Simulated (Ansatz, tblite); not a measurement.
# The cluster Cu₂Br: a ladder of methods and basis sets

How do method and basis change the picture of the cluster Cu₂Br (doublet)?

Computed with Ansatz 0.2.0, Gaussian basis. Level: as each input shows.

Levels to be run: GFN1-xTB, GFN2-xTB, PBE-D4/def2-TZVP, r2SCAN-D4/def2-TZVP, BLYP-D4/def2-TZVP, LDA/def2-TZVP, HF/def2-TZVP, B3LYP-D4/def2-TZVP, B97M-V/def2-TZVP, LC-ωPBE(0.10)/def2-TZVP, LC-ωPBE(0.15)/def2-TZVP, LC-ωPBE(0.20)/def2-TZVP, LC-ωPBE(0.30)/def2-TZVP, PBE-D4/def2-SVP, PBE0-D4/def2-SVP, HF/STO-3G, PBE0-D4/def2-TZVPD, PBE-D4/def2-TZVPD, r2SCAN-D4/def2-TZVPD, CCSD(T)/def2-TZVP, RPA/def2-TZVP.

## (1) The geometry

The doublet was relaxed beforehand with PBE0-D4/def2-TZVP. At that level it is the lowest of the isomers that a small search found.

3 atoms, charge 0, spin multiplicity 2.

Bond lengths: Cu1–Br3 2.399 Å, Cu2–Br3 2.399 Å. Angles: Cu1–Br3–Cu2 59.5°.

Geometry (Å):

| atom | x (Å) | y (Å) | z (Å) |
| --- | --- | --- | --- |
| Cu1 | 0.94797 | 0.99992 | -0.05375 |
| Cu2 | 0.40383 | -1.31632 | 0.07207 |
| Br3 | -1.35178 | 0.31640 | -0.01831 |

No spin-orbit coupling is included.

PBE0-D4/def2-TZVP was run before; its log isn't repeated, and its numbers join the tables.

## (2) GFN1-xTB

Tight binding, by tblite at 300 K electronic temperature and without a spin-polarisation term:

```python
tblite.interface.Calculator('GFN1-xTB', numbers, positions, charge=0, uhf=1).singlepoint()
```

Energy -350.5662 eV; 0.002 s.

## (3) GFN2-xTB

Tight binding, by tblite at 300 K electronic temperature and without a spin-polarisation term:

```python
tblite.interface.Calculator('GFN2-xTB', numbers, positions, charge=0, uhf=1).singlepoint()
```

Energy -321.8111 eV; 0.002 s.

## (4) PBE-D4/def2-TZVP

start.molden holds the orbitals of an earlier run on this state, given as this run's starting guess.

Contents of in.yaml:

```yaml
crystal:
  periodic: [false, false, false]
  atoms:
    - {symbol: Cu, position_ang: [0.947966, 0.999920, -0.053753]}
    - {symbol: Cu, position_ang: [0.403826, -1.316320, 0.072066]}
    - {symbol: Br, position_ang: [-1.351782, 0.316400, -0.018313]}
basis:
  gaussian: {orbitals: def2-TZVP, initial_orbitals: start.molden}
magnetization: {spin_polarized: true, initial_magnetization: 1}
hamiltonian: {xc: pbe, dispersion: d4}
scf: {omitted_lower_state_checks: [starts]}
output: {orbitals: {seedname: orbitals}}
```

Started as:

```sh
ansatz run in.yaml --threads 4 --pin off --events-out ev --progress --plain --max-ram 3916MiB
```

Further steps of the session: r2SCAN-D4/def2-TZVP; BLYP-D4/def2-TZVP; LDA/def2-TZVP; HF/def2-TZVP; B3LYP-D4/def2-TZVP; B97M-V/def2-TZVP; LC-ωPBE(0.10)/def2-TZVP; LC-ωPBE(0.15)/def2-TZVP; LC-ωPBE(0.20)/def2-TZVP; LC-ωPBE(0.30)/def2-TZVP; PBE-D4/def2-SVP; PBE0-D4/def2-SVP; HF/STO-3G; PBE0-D4/def2-TZVPD; PBE-D4/def2-TZVPD; r2SCAN-D4/def2-TZVPD; CCSD(T)/def2-TZVP; RPA/def2-TZVP.

Q: Predict the results of all the runs planned. Wanted: gap in def2-TZVP, named functionals and Hartree-Fock, smallest and largest; gap over the ω; correlation energy, CCSD(T)/def2-TZVP; binding an atom, CCSD(T)/def2-TZVP; ⟨S²⟩ in def2-TZVP, named functionals and Hartree-Fock, smallest and largest; PBE0 total energy, smallest basis above largest.

**Answer**, as computed:

| quantity | value |
| --- | --- |
| gap in def2-TZVP, named functionals and Hartree-Fock, smallest and largest | 0.46 eV (BLYP-D4), 6.29 eV (HF) |
| gap over the ω (1/bohr) | 3.39 eV at 0.1, 6.00 eV at 0.3 |
| correlation energy, CCSD(T)/def2-TZVP | -28.54 eV |
| binding an atom, CCSD(T)/def2-TZVP | 1.438 eV |
| ⟨S²⟩ in def2-TZVP, named functionals and Hartree-Fock, smallest and largest | 0.752, 0.763 |
| PBE0 total energy, smallest basis above largest | 21.90 eV (def2-SVP, def2-TZVPD) |

In words: Orbital gaps of the named functionals and Hartree-Fock in def2-TZVP span 0.46 eV (BLYP-D4) to 6.29 eV (HF); exact exchange widens it. Raising the ω (1/bohr) from 0.1 to 0.3 moves the HOMO by -1.08 eV and the LUMO by +1.54 eV. The functionals in def2-TZVP miss CCSD(T)/def2-TZVP by -0.014 (B3LYP-D4) to +0.489 eV (LDA) an atom. The reference is CCSD(T) in one finite basis, so it carries an error of its own, often a tenth of an eV or more, and near misses can't be ranked. Over the named functionals and Hartree-Fock in def2-TZVP spin contamination reaches 0.01 (r2SCAN-D4), which is small.
